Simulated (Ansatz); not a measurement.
The input, for Ansatz 0.2.0:

```yaml
crystal:
  periodic: [false, false, false]
  atoms:
    - {symbol: C, position_ang: [0.002337, -0.001845, 1.091494]}
    - {symbol: P, position_ang: [0.001504, -0.017987, -0.468315]}
    - {symbol: Ge, position_ang: [0.049468, 0.041323, -2.761193]}
    - {symbol: H, position_ang: [-0.053309, -0.021491, 2.138015]}
basis:
  gaussian: {orbitals: STO-3G}
magnetization: {spin_polarized: true, initial_magnetization: 2}
hamiltonian: {pseudopotentials: {relativity: scalar}}
correlation: {method: bccd, electrons: outside_noble_gas, diis_vectors: 12}
accuracy: high
output: {forces: true}
```

```sh
$ ansatz run in.yaml --threads 1 --pin off --events-out ev --progress --plain --max-ram 2393MiB
```

(1) Roughly how long does this take on 1 thread of Arm Neoverse V2, shared host, and how much host memory?

```
485 factors; integrals over basis functions are off by at most 9.3e-9 eV
mean field evaluation 1: about -66500.0224 eV, gradient 8.1e0 eV
mean field evaluation 2: about -66500.0496 eV, gradient 8.0e0 eV
mean field evaluation 4: about -66501.3688 eV, gradient 3.8e0 eV
mean field evaluation 8: about -66502.5252 eV, gradient 2.6e-1 eV
mean field evaluation 16: about -66502.5184 eV, gradient 1.8e-8 eV
mean field evaluation 32: about -66502.5184 eV, gradient 2.5e-8 eV
mean field evaluation 64: about -66499.0330 eV, gradient 7.6e-1 eV
mean field evaluation 96: about -66499.0951 eV, gradient 2.0e-1 eV
mean field evaluation 128: about -66499.1053 eV, gradient 1.9e-2 eV
mean field -66502.51843415 eV, -2443.9224754289 hartree, gradient 1.8e-8 eV, S^2 2.889300; 5 other end points of the search recorded, 0 dependent functions left out
determinant -66502.51843415 eV, -2443.9224754289 hartree, with singles and doubles -66506.34336102 eV, -2444.0630388987 hartree
determinant -66501.41768153 eV, -2443.8820235163 hartree, with singles and doubles -66506.23559278 eV, -2444.0590784891 hartree
determinant -66499.11044982 eV, -2443.7972343147 hartree, with singles and doubles -66503.25996892 eV, -2443.9497263290 hartree
determinant -66502.51843415 eV, -2443.9224754289 hartree, with singles and doubles -66506.38463323 eV, -2444.0645556246 hartree
determinant -66501.41768153 eV, -2443.8820235163 hartree, with singles and doubles -66506.27725799 eV, -2444.0606096571 hartree
20 core orbitals not correlated, not the lowest: weight in the atoms' cores, before any rotation towards them, 0.859 or more for the frozen orbitals, at most 0.129 for the correlated occupied ones
reference -66502.51843415 eV, -2443.9224754289 hartree; 8, 6 occupied and 5, 7 virtual orbitals, 485 factors
second order -2.15270615 eV of doubles, -0.00000000 eV of singles
cycle   1  -3.93851039 eV  change   -7.2e-2 eV  update   8.2e-2
...
cycle  20  -3.83075736 eV  change    1.5e-7 eV  update   6.7e-8
cycle  21  -3.83075565 eV  change    1.7e-6 eV  update   2.2e-7
cycle  22  -3.83075504 eV  change    6.1e-7 eV  update   1.1e-7
cycle  23  -3.83075478 eV  change    2.6e-7 eV  update   5.0e-8
cycle  24  -3.83075472 eV  change    5.6e-8 eV  update   1.8e-8
cycle  25  -3.83075471 eV  change    1.3e-8 eV  update   1.0e-8
cycle  26  -3.83075471 eV  change   -2.6e-9 eV  update   5.9e-9
cycle  27  -3.83075472 eV  change   -6.1e-9 eV  update   2.5e-9
cycle  28  -3.83075472 eV  change   -5.2e-9 eV  update   1.3e-9
cycle  29  -3.83075473 eV  change   -1.1e-9 eV  update  5.7e-10
WARN: the results are in doubt because among natural orbitals full CI differs from the method by -0.108 eV
the calculation of the forces begins
Total energy: -66506.34918887 eV, -2444.0632530685 hartree
Relativity: scalar
Atom 0 at     0.002337    -0.001845     1.091494 Å, force     0.056365     0.013589    -3.308100 eV/Å
Atom 1 at     0.001504    -0.017987    -0.468315 Å, force     0.002843    -0.000340     1.279236 eV/Å
Atom 2 at     0.049468     0.041323    -2.761193 Å, force     0.013092     0.011696    -0.161256 eV/Å
Atom 3 at    -0.053309    -0.021491     2.138015 Å, force    -0.072300    -0.024945     2.190120 eV/Å
Dipole moment:    -0.016160    -0.014896     0.512127 e Å
In doubt: among natural orbitals full CI differs from the method by -0.108 eV
```

Forces (eV/Å):
```
C    0.056  0.014 -3.308
P    0.003  0.000  1.279
Ge   0.013  0.012 -0.161
H   -0.072 -0.025  2.190
```

Answers

(1) 4.4 s wall and 0.11 GiB.
